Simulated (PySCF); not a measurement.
Molecule: `[C@@H](C=C)(C)[NH2+]C`, [C₅H₁₂N]+.

Molfile (atoms numbered from 1):
```
C5H12N
     RDKit          3D

 18 17  0  0  0  0  0  0  0  0999 V2000
    2.3162    0.4443    0.5877 C   0  0  0  0  0  0  0  0  0  0  0  0
    1.4092    0.0491   -0.3067 C   0  0  0  0  0  0  0  0  0  0  0  0
    0.0043   -0.3271    0.0554 C   0  0  2  0  0  0  0  0  0  0  0  0
   -0.4399   -1.6489   -0.5377 C   0  0  0  0  0  0  0  0  0  0  0  0
   -0.9065    0.8026   -0.4163 N   0  0  0  0  0  0  0  0  0  0  0  0
   -2.3224    0.7504    0.0245 C   0  0  0  0  0  0  0  0  0  0  0  0
    2.0858    0.5162    1.6562 H   0  0  0  0  0  0  0  0  0  0  0  0
    3.3368    0.6924    0.2857 H   0  0  0  0  0  0  0  0  0  0  0  0
    1.6843   -0.0451   -1.3655 H   0  0  0  0  0  0  0  0  0  0  0  0
   -0.1110   -0.3322    1.1511 H   0  0  0  0  0  0  0  0  0  0  0  0
    0.2445   -2.4327   -0.1850 H   0  0  0  0  0  0  0  0  0  0  0  0
   -1.4541   -1.9400   -0.2306 H   0  0  0  0  0  0  0  0  0  0  0  0
   -0.3845   -1.6378   -1.6383 H   0  0  0  0  0  0  0  0  0  0  0  0
   -0.8639    0.8395   -1.4437 H   0  0  0  0  0  0  0  0  0  0  0  0
   -0.4767    1.6823   -0.1028 H   0  0  0  0  0  0  0  0  0  0  0  0
   -2.3495    0.7048    1.1202 H   0  0  0  0  0  0  0  0  0  0  0  0
   -2.8403    1.6521   -0.3251 H   0  0  0  0  0  0  0  0  0  0  0  0
   -2.8035   -0.1384   -0.3978 H   0  0  0  0  0  0  0  0  0  0  0  0
  1  2  2  0
  2  3  1  0
  3  4  1  0
  3  5  1  0
  5  6  1  0
  1  7  1  0
  1  8  1  0
  2  9  1  0
  3 10  1  1
  4 11  1  0
  4 12  1  0
  4 13  1  0
  5 14  1  0
  5 15  1  0
  6 16  1  0
  6 17  1  0
  6 18  1  0
M  CHG  1   5   1
M  END
```

Spin–spin couplings on one PBE0-D3(BJ)/def2-SVP geometry, PySCF 2.14, gas phase, non-relativistic, equivalent pairs averaged (spin–dipole term only in couplings to heteroatoms); isotopes ¹³C, ¹H; functional B3LYP.

Question: How do the couplings (Hz) change with the basis set? Times are CPU seconds on 1 thread of an x86-64 server CPU, shared host. Far from the basis limit: 6-31G*, pcJ-0, 6-31G-J, def2-TZVP.

Answer: 
```
basis set  functions  ¹J(C1,H8)  ¹J(C1,H7)  ¹J(C2,H9)  ¹J(C3,H10)  ¹J(C6,H16)  ¹J(C4,H11)  ¹J(C1,C2)  core-s
   6-31G*        108      176.6      169.0      168.6       166.4       160.0       147.6       85.4      19
    pcJ-0        114      157.2      147.7      153.8       132.2       132.3       120.0       55.4      17
  6-31G-J        120      184.0      172.9      175.9       157.8       158.8       142.4       75.3      21
def2-TZVP        258      169.2      159.2      162.3       143.8       145.6       130.3       73.6      59
    pcJ-1        282      178.7      167.5      169.8       151.7       154.0       138.3       75.2      46
```

The Fermi-contact term samples the wavefunction at the nucleus, which is why sets with added tight s functions (names with J) are made for couplings.
